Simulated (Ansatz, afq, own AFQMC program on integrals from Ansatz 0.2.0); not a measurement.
InH2⁺, singlet in def2-TZVP, levels against full CI

```yaml
atoms:
  - { symbol: In, position_ang: [0.0000, 0.0000, 0.0000] }
  - { symbol: H, position_ang: [0.0000, 0.0000, -2.1634] }
  - { symbol: H, position_ang: [0.0000, 0.0000, 2.1634] }
```

Basis def2-TZVP with its core potentials. Noble-gas cores (and the filled d shells of Ga–Kr and In–Xe) are frozen. AFQMC by an in-house program on the Cholesky factors that Ansatz 0.2.0 writes for its CCSD(T) run. The CISD trial takes its coefficients from CCSD amplitudes. Released means that phaseless walkers are propagated on without the constraint, phases kept. Error bars are statistical, one sigma. No spin–orbit coupling.

Determinant: RHF, the one that the program's search chose, which needn't be the lowest solution. The geometry is a point of a scan.

Full CI on the same integrals is exact in this basis and with this determinant's frozen core.

Cautions: no spin-orbit coupling; inner d shell frozen; restricted determinant unstable towards unrestricted (UHF 421 meV lower, ⟨S²⟩ 0.72); strong correlation (T1 0.034, weight of the determinant 0.87, largest double 0.26); the released energies are still falling, so no released level is given (meV from the phaseless value at times in 1/Eh: -6 ± 4 at 0.24, -1.9 ± 1.7 at 0.51, -5.7 ± 1.4 at 0.99, -6.3 ± 1.1 at 1.62, -9.0 ± 0.7 at 2.40).

* T1 diagnostic: 0.0343
* weight of the determinant in the CISD state: 0.874
* size of the correlated space: 4 electrons in 53 orbitals

| level | correlation energy (eV) |
| --- | --- |
| MP2 | -1.6113 |
| CCSD | -2.3533 |
| CCSD(T) | -2.4114 |

**Question.** Estimate where phaseless AFQMC with a CISD trial lies against CCSD(T) on the same integrals.

**Answer.** 0.5 ± 0.1 kJ/mol below CCSD(T).

Reference: full CI, correlation energy -2.430 eV.

| level | E − E(reference) (kJ/mol) | share of correlation (%) |
| --- | --- | --- |
| CCSD(T) | 1.8 | 99.22 |
| CCSDT | 0.0 | 100.00 |
| CCSDT(Q) | 0.0 | 100.00 |
| ph-AFQMC/CISD | 1.4 ± 0.1 | 99.42 |

CCSDT and higher add their correlation energy to the determinant of the CCSD(T) run, since their own runs factorise the integrals more tightly (a shift of under 2 meV). A walk keeps the symmetry of its determinant, which the program's search chose and which needn't be the lowest solution, so a lower state of the same spin and another symmetry isn't excluded.
